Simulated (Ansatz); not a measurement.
Basis-set extrapolation for CH$_{4}$OS (`OCS`) (PBE0-D4/def2-TZVP geometry, frozen core, Ansatz 0.2.0). Multiplicity 1, RHF reference.

|  | def2-TZVPP | def2-QZVPP |
| --- | --- | --- |
| HF | -512.635878 | -512.653065 |
| MP2 correlation | -0.595710 | -0.642816 |
| CCSD(T) correlation | -0.651739 | not run |

Energies in hartree. Use E(X) = E(∞) + A·exp(−7.88·√X) for Hartree–Fock and E(X) = E(∞) + B·X^(−2.97) for correlation, with X = 3 and 4, and add CCSD(T) minus MP2 of the smaller set to the MP2 limit.

Q: What is the CCSD(T) energy at the basis-set limit?

A: HF limit: -512.653065 + (-0.017187) × 0.13774 = -512.65543. MP2 limit: -0.642816 + (-0.047106) × 0.74074 = -0.67771. Higher-order term: -0.651739 − (-0.595710) = -0.05603. Total: -513.38917 hartree, 266.6 kJ/mol below CCSD(T)/def2-TZVPP.
